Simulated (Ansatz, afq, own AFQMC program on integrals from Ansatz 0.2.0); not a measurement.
Where AFQMC and coupled cluster stand for In, quartet

A free In atom.

Basis def2-SVP with its core potentials. Noble-gas cores (and the filled d shells of Ga–Kr and In–Xe) are frozen. AFQMC by an in-house program on the Cholesky factors that Ansatz 0.2.0 writes for its CCSD(T) run. The CISD trial takes its coefficients from CCSD amplitudes. Released means that phaseless walkers are propagated on without the constraint, phases kept. Free projection: walkers drawn from exp(T), propagated without any constraint. Its projection time is finite, and what remains of the start isn't in its error. ± is one standard error of the sampling. No spin–orbit coupling.

Determinant: UHF, the one that the program's search chose, which needn't be the lowest solution.

Full CI on the same integrals is exact in this basis and with this determinant's frozen core.

Cautions: no spin-orbit coupling; inner d shell frozen; another spin lies lower (by 3.72 eV).

The T1 diagnostic is 0.0024, the weight of the determinant in the CISD state is 0.990 and the ⟨S²⟩ of the determinant is 3.754. The size of the correlated space is 3 electrons in 17 orbitals.

| level | correlation energy (eV) |
| --- | --- |
| MP2 | -0.1477 |
| CCSD | -0.2252 |
| CCSD(T) | -0.2256 |

Problem. Estimate where AFQMC with the constraint released lies against CCSD(T) on the same integrals.

Solution. 0.0 ± 0.01 kJ/mol below CCSD(T).

Reference: full CI, correlation energy -0.226 eV. The released energy is read at 2.40 1/Eh (meV from the phaseless value at times in 1/Eh: 0.01 ± 0.08 at 0.24, -0.03 ± 0.09 at 0.51, 0.08 ± 0.08 at 0.99, 0.03 ± 0.07 at 1.62, -0.03 ± 0.06 at 2.40).

```json
{"level": "CCSD(T)", "E − E(reference) (kJ/mol)": "0.0", "share of correlation (%)": "99.90"}
{"level": "ph-AFQMC/CISD", "E − E(reference) (kJ/mol)": "0.0 ± 0.01", "share of correlation (%)": "99.98"}
{"level": "released AFQMC", "E − E(reference) (kJ/mol)": "0.0 ± 0.01", "share of correlation (%)": "99.99"}
{"level": "free AFQMC", "E − E(reference) (kJ/mol)": "0.0 ± 0.01", "share of correlation (%)": "99.99"}
```

Free projections are given only where their last times agree within the noise and don't stop above the reference; a slow remainder of the start can still hide under it. A walk keeps the symmetry of its determinant, which the program's search chose and which needn't be the lowest solution, so a lower state of the same spin and another symmetry isn't excluded. Released energies are given only where the last usable release times agree within the noise; a slower fall can still hide under it.
